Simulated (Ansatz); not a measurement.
A made-up structure of C2H3O (charge +1), closed shell:

```csv
atom,x (Å),y (Å),z (Å)
C1,-0.3216,0.3084,-0.1926
C2,1.3539,-1.2980,0.8107
O3,0.6177,-0.5926,0.3700
H4,-0.0737,0.4471,-1.2532
H5,-1.3241,-0.1260,-0.0835
H6,-0.2521,1.2612,0.3485
```

It is relaxed with PBE-D4/def2-SVP and then PBE0-D4/def2-TZVP (Ansatz 0.2.0). Atoms count as bonded within 1.22 times the sum of their covalent radii (H–H: 0.88 Å). The end point is not checked to be a true minimum.

Q: Does its bonding change? (A judgement: the text doesn't fix the answer.)

A: The calculation gives: No: no bond forms or breaks.

Where it ends: The first stage lowers the energy by 0.28 eV in 6 steps. It ends as C₂H₃O ([C][O][CH3]), total charge +1:
C1  (-0.387, 0.371, -0.232)
C2  (1.394, -1.336, 0.835)
O3  (0.635, -0.609, 0.380)
H4  (-0.063, 0.443, -1.267)
H5  (-1.334, -0.139, -0.078)
H6  (-0.245, 1.271, 0.361)
(Å)

Labels in which every atom is bracketed show which atoms are joined, not bond orders.

For scale, one of the runs: PBE0-D4/def2-TZVP relaxation, 111 basis functions, launched by `ansatz run in.yaml --threads 2 --pin off --events-out ev --progress --plain --max-ram 4352MiB`. The run took about 6.5 s on 2 CPU threads of an Arm Neoverse V2 (shared host).
